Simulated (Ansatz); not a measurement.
Cost and result for the atomization energy of C4H6S, SMILES `C=C1SC1C` (11 atoms, 11 bonds).

Cartesian coordinates in Å:
```
C 1.354 -1.450 0.416
C 0.408 -0.870 -0.295
S -0.165 -0.605 -1.905
C -0.771 -0.026 -0.259
C -0.673 1.434 0.073
H 1.357 -1.354 1.495
H 2.140 -2.030 -0.050
H -1.702 -0.511 0.028
H 0.277 1.843 -0.272
H -1.487 1.998 -0.387
H -0.737 1.571 1.157
```

Charge 0, multiplicity 1. The geometry is a stationary point of PBE0-D4/def2-TZVP. Program: Ansatz. All runs use 4 threads of a server CPU on a shared host. Times are those of one run each, without the atoms' runs, and a repeat can differ threefold. Electronic energies, without spin–orbit coupling; frozen cores. CCSD(T)/CBS adds CCSD(T) − MP2 in def2-TZVPP to the MP2 limit, and its time is that of the two runs behind it. T1 = 0.012.

CCSD(T)/CBS is a level of theory with its own doubt, some kJ/mol a heavy atom from the limit and from the frozen cores, so smaller differences don't rank the functionals.

```csv
level,functions,wall time,atomization (kJ/mol),difference from CCSD(T)/CBS,per bond
LDA (SPW92)/def2-TZVPP,250,1.3 s,5159.1,703.1,63.9
revPBE-D4/def2-TZVPP,250,2.2 s,4506.3,50.3,4.6
BHLYP-D4/def2-TZVPP,250,3 s,4327.3,-128.7,-11.7
CAM-B3LYP-D4/def2-TZVPP,250,3.4 s,4470.4,14.4,1.3
CCSD(T)/def2-SVP,104,4.4 s,4261.5,-194.5,-17.7
r2SCAN-D4/def2-TZVPP (with forces),250,4.8 s,4498.7,42.7,3.9
r2SCANh-D4/def2-TZVPP,250,4.9 s,4471.2,15.2,1.4
B2PLYP/def2-TZVPP,250,6 s,4422.6,-33.4,-3.0
ωB97X-V/def2-TZVPP,250,7.5 s,4471.3,15.3,1.4
ωB97M-V/def2-TZVPP (with forces),250,11 s,4482.6,26.6,2.4
MP2/def2-QZVPP,478,23 s,4501.9,45.9,4.2
CCSD(T)/def2-TZVPP,250,2.1 min,4346.3,-109.7,-10.0
CCSD(T)/CBS(def2),–,2.5 min,4456.0,0.0,0.0
```

From PBE to PBE0 (25 % exact exchange), in def2-TZVPP and without D4, the atomization energy moves by −83.8 kJ/mol: exact exchange takes away binding that semilocal exchange gives to molecules. In def2-TZVPP, CCSD(T) changes the Hartree–Fock value by +1100.7 kJ/mol (the triples alone add +80.2 kJ/mol) and MP2 by +1192.1 kJ/mol; breaking electron pairs costs correlation energy, which Hartree–Fock lacks. At CCSD(T), def2-SVP lies −194.4 kJ/mol from the extrapolated value and def2-TZVPP −109.6 kJ/mol: correlation converges slowly with the basis, and small sets miss more of it in the bonded molecule than in its fragments.
